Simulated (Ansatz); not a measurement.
Born–Oppenheimer molecular dynamics of CH$_{6}$BCl (9 atoms, charge 0, multiplicity 1). It starts at the highest image of a converged band, a first-order saddle point between two minima.

Method: RKS PBE/def2-SVP in Ansatz 0.2.0.

```json
{
  "ensemble": "NVE (velocity Verlet)",
  "time step": "0.5 fs",
  "steps asked": "200",
  "starting velocities drawn for": "300 K",
  "seed": "5666"
}
```

First frame:

```xyz
9
Properties=species:S:1:pos:R:3
B -0.042 -0.293 0.270
C -0.013 0.069 1.918
H -0.942 -0.065 2.508
H 0.867 -0.235 2.519
H 0.092 1.163 1.740
H 1.040 -0.131 -0.251
H -1.077 0.057 -0.254
Cl -0.231 -2.441 0.361
H -0.128 -1.312 1.349
```

Problem. How far do the bonds stretch over the last three quarters of this one trajectory? (Pairs bonded in most of those frames.)

Solution. 
```tsv
bond	mean (Å)	spread (Å)	shortest	longest
B1–H6	1.212	0.018	1.18	1.24
B1–H7	1.213	0.016	1.18	1.24
B1–Cl8	1.783	0.125	1.60	2.03
C2–H3	1.111	0.020	1.08	1.14
C2–H4	1.107	0.017	1.08	1.13
C2–H5	1.107	0.017	1.08	1.13
C2–H9	1.114	0.035	1.06	1.20
```

Mean temperature of the second half: 1420 K. The conserved energy stayed within 0.18 meV per atom of its start (net change 0.098 meV per atom), so the integration is sound. The kinetic energy rose, since the run started high on the potential surface and went downhill. It ends in pieces (BClH2 + CH4), so much of that is their flight and rotation, not heat. A run of 0.1 ps of so small a system gives no equilibrium averages. The orbitals stay closed-shell, which can raise the energy where a bond breaks towards radicals; this wasn't checked here.

The run took 5.2 min on 1 thread of Arm Neoverse V2, on a shared host, peak memory 0.14 GiB.
